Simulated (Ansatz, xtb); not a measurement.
Relative energy of two isomers of C3H4−

Structure X is the doublet with the links of `[H]/[C]=C/[CH2-]` and structure Y is the doublet with the links of `[H]/[C]=C\[CH2-]`. Both are isolated ions in the gas phase, relaxed with B3LYP-D3(BJ)/def2-SVPD; the shapes shown needn't be the lowest conformers.

X (Å):

```xyz
7

C    -0.3607   -0.2158    1.0485
C     0.8624   -0.7282    0.5778
C     1.3158   -0.6388   -0.7451
H    -0.4300   -0.4460    2.1415
H     1.5806   -1.2596    1.2492
H     2.2800   -1.0571   -1.0562
H     0.7020   -0.1404   -1.5015
```

Y (Å):

```xyz
7

C    -1.3567    0.1708    0.4194
C     0.9563    1.0378    1.0234
C    -0.1779    0.9002    0.2005
H    -1.4958   -0.4045    1.3416
H    -0.1699    1.4352   -0.7723
H     0.7533    0.4286    1.9475
H    -2.1738    0.1484   -0.3145
```

Problem. Which of the two would you expect CCSD(T)/def2-SVPD electronic energies to favour?

Solution. Too close to call at this level: CCSD(T)/def2-SVPD gives E(Y) − E(X) = +1.32 kJ/mol.

Level by level:

```csv
level,geometry,E(Y) − E(X) (kJ/mol),departure from the last row (kJ/mol),"job, with rough time for the two"
GFN2-xTB,GFN2-xTB,−3.04,−4.36,"optimisation, 0.088 s"
HF/STO-3G,GFN2-xTB,−1.63,−2.95,"single point, 0.18 s"
r2SCAN-D4/def2-SVPD,GFN2-xTB,+0.63,−0.69,"single point, 3.5 s"
B3LYP-D3(BJ)/def2-SVPD,B3LYP-D3(BJ)/def2-SVPD,+0.17,−1.16,"optimisation, 27 s"
HF/def2-SVPD,B3LYP-D3(BJ)/def2-SVPD,+0.99,−0.33,part of the CCSD(T) run
MP2/def2-SVPD,B3LYP-D3(BJ)/def2-SVPD,+0.27,−1.05,part of the CCSD(T) run
CCSD(T)/def2-SVPD,B3LYP-D3(BJ)/def2-SVPD,+1.32,,"single point, 20 s"
```

As drawn, both hold the same kinds of bond in the same numbers.

The largest departure from CCSD(T)/def2-SVPD is that of GFN2-xTB, 4.36 kJ/mol. MP2 in a larger basis moves the difference by +0.6 kJ/mol, a step that isn't added because spin contamination makes open-shell MP2 unreliable in this search.

With harmonic frequencies from B3LYP-D3(BJ)/def2-SVPD (ideal gas, rigid rotor, one conformer each, 298.15 K, 1 atm): the zero-point term adds −0.03 kJ/mol; ΔH is +1.46 and ΔG +1.01 kJ/mol.

Open shells are spin-unrestricted, with notable spin contamination under HF/STO-3G, HF/def2-SVPD, MP2/def2-SVPD, CCSD(T)/def2-SVPD. The correlated steps freeze 3 core orbitals. Programs: Ansatz 0.2.0, xtb 6.7.1; the last row on 2 threads of Arm Neoverse V2 on a shared host.
